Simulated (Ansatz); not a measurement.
Program: Ansatz. Geometries: PBE0-D4/def2-TZVP. ΔE: electronic, gas phase. CBS: def2 TZ/QZ extrapolation, frozen cores. Each species was taken in one conformer, which may not be the lowest.

Consider the ligand exchange at the Si–O bond: `O[Si]F` + H–F → `F[Si]F` + H₂O.

```json
{"level": "CCSD(T)/cc-pV(T+d)Z", "ΔE (eV)": "-0.32"}
{"level": "CCSD/CBS(cc)", "ΔE (eV)": "-0.37"}
```

Q: What does CCSD(T)/CBS give? (An estimate is asked.)

A: Ansatz gave: -0.35 eV. The listed levels differ from it by 0.03, -0.02 eV.

Q: What do rigid-rotor, harmonic-oscillator terms from PBE0-D4/def2-TZVP frequencies (298.15 K, 1 bar) make of the CCSD(T)/CBS value? (Best estimate.)

A: Ansatz gave: ΔZPE = +0.01 eV, ΔH = -0.33 eV, ΔS = 5 J/(mol·K), ΔG = -0.35 eV.

Largest T1 diagnostic among the species: 0.015.

In def2-TZVPP, CCSD(T) changes the Hartree–Fock value by +0.05 eV (the triples alone add +0.01 eV) and MP2 by +0.07 eV. Leaving LDA and LC-ωPBE aside and taking each functional with its dispersion term where it has one, the values, not all of them listed here, spread over 0.06 eV, from B97M-V to revPBE-D4. LDA lies +0.05 eV from PBE without D4.
